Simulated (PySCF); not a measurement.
**Working out the ionisation energy of Ne**

Ne [Ne] (1S) → Ne+ [He] 2s2 2p5 (2P). All numbers are calculated (PySCF 2.14, the spin-free X2C one-electron Hamiltonian (Gaussian nucleus), in dyall-acv3z). Frozen: 1s2; the 19 highest virtual orbitals dropped. Energies in hartree (1 hartree = 27.21139 eV):

```tsv
part	Ne (lower)	Ne+ (upper)
UHF	-128.684454	-127.962646
CCSD correlation	-0.283094	-0.220266
(T)	-0.005582	-0.002992
```

Task: What does Hartree-Fock give?

Result: (-127.962646) − (-128.684454) = 0.721808 hartree = 19.641 eV.

Task: What do CCSD and CCSD(T) give?

Result: The CCSD correlation energies differ by 0.062828 hartree = 1.710 eV and the triples by 0.002590 hartree = 0.070 eV, so CCSD gives 21.351 eV and CCSD(T) 21.421 eV.

Measured between the centres of the two terms (NIST): 21.597 eV, so CCSD(T) (valence) is off by -0.176 eV.

What remains against the reference includes basis incompleteness, the frozen core and higher excitations.
